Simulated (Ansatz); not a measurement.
Results of PBEsol (Ansatz, a program for electronic structure, plane waves, PAW) for fcc Rh.

A relaxed, unreconstructed slab of the (111) face has 6 atoms, two equal faces of 6.192 Å² each and an energy of -38030.5970 eV. A bulk cell of 3 atoms with the same orientation and in-plane k mesh has -19016.2417 eV. Energies are extrapolated to zero smearing.

Settings: plane-wave cutoff 500 eV, 24×24×1 k mesh (along the axes of the cell as run), Fermi–Dirac smearing 0.1 eV, scalar-relativistic PAW data made under PBE.

Worked out: γ = (E_slab − N E_bulk per atom)/2A = [-38030.5970 − 6 × (-19016.2417/3)]/(2 × 6.192) = 0.1523 eV/Å². With 16.022 J/m² per eV/Å² this is 2.44 J/m², or 0.94 eV per surface cell and face.
